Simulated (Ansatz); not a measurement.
A-type hexagonal La2O3: band gap by level of theory

No measured value is used here.

```json
[
 {"level (code)": "LDA+SOC (Ansatz)", "value (eV)": "3.69 (indirect)", "cell (Å³/atom)": "16.43"},
 {"level (code)": "PBE (Ansatz)", "value (eV)": "3.83", "cell (Å³/atom)": "16.64"},
 {"level (code)": "PBE-D3(BJ) (Ansatz)", "value (eV)": "3.85", "cell (Å³/atom)": "16.26"},
 {"level (code)": "r²SCAN (Ansatz)", "value (eV)": "___", "cell (Å³/atom)": "16.43"},
 {"level (code)": "r²SCAN0 (Ansatz)", "value (eV)": "6.24", "cell (Å³/atom)": "16.43"}
]
```

Complete the blanks.


- r²SCAN (Ansatz, a quantum-chemistry and plane-wave program), value (eV): 4.23

Computed values are for a static lattice. Spin–orbit coupling is included only where a level's name says +SOC; with heavier elements it mostly lowers gaps and can invert bands.  PBE-D3(BJ): the gap is read on the k mesh or supercell of the run alone and can be too large. Values are at the level's own relaxed cell; LDA+SOC at the measured cell (atoms relaxed with PBEsol); r²SCAN0 at the measured cell (atoms relaxed with PBEsol). Cutoffs and k meshes differ between the levels. Ansatz's density-functional and Hartree–Fock values are scalar-relativistic unless marked +SOC, with PAW data made under PBE.
